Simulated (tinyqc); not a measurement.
Starting guesses with DIIS over 6 matrices: SCF starting guesses in the sto-3g basis, for CH, spin multiplicity 4. Computed by the program tinyqc with PySCF. UHF with one setting changed at a time; a run stops when the energy changes by less than 1e-09 hartree and the error matrix is below 1e-5. Starts: the lowest orbitals of the core Hamiltonian, of the Wolfsberg-Helmholz matrix (K = 1.75), projected atomic densities, random orbitals, and the highest orbitals of the core Hamiltonian (a deliberately bad start).

Geometry (angstrom):
```
atom       x       y       z
C     0.0000  0.0000  0.0000
H     0.0000  0.0000  1.8690
```

lowest solution found by these runs and by PySCF with stability checks = -37.672357 hartree

Largest element of the error matrix X^T (FDS - SDF) X:
```
iteration     core  Wolfsberg-Helmholz  atomic densities   random  highest core orbitals
1          1.2e-01             2.6e-01           1.2e-01  2.7e+00                9.5e-02
2          1.2e-01             9.6e-02           1.1e-01  1.6e-01                3.0e-01
3          4.3e-02             4.1e-02           6.5e-02  6.4e-02                2.7e-01
4          4.5e-02             2.4e-02           2.4e-02  3.0e-02                2.3e-01
5          3.0e-02             2.1e-02           3.4e-03  2.1e-02                1.5e-01
6          2.7e-03             1.7e-02           1.8e-03  2.0e-02                1.6e-01
8          6.1e-04             5.0e-04           2.0e-04  1.2e-02                1.6e-02
10         1.6e-05             3.0e-06           1.0e-06  3.9e-03                4.7e-03
14               -                   -                 -  5.0e-05                1.8e-06
20               -                   -                 -  1.3e-06                      -
```

How each run ends:
```
run                    iterations  E (hartree)         state
core                           12   -37.592727        higher
Wolfsberg-Helmholz             11   -37.592727        higher
atomic densities               10   -37.672357  lowest found
random                         21   -37.672357  lowest found
highest core orbitals          15   -37.608941        higher
```

What does the comparison show, and why?

2 of 5 runs reach the lowest solution found, in 10 to 21 iterations (fastest: atomic densities). Ending on a higher stationary point: core, Wolfsberg-Helmholz, highest core orbitals; a small error matrix cannot reveal that, and an occupation fixed by the start is kept by symmetry or by the shape of the basin. The first errors are 1e-01, 3e-01, 1e-01, 3e+00, 1e-01; the deliberately bad start has the smallest one, so a small first error does not mark a good start.
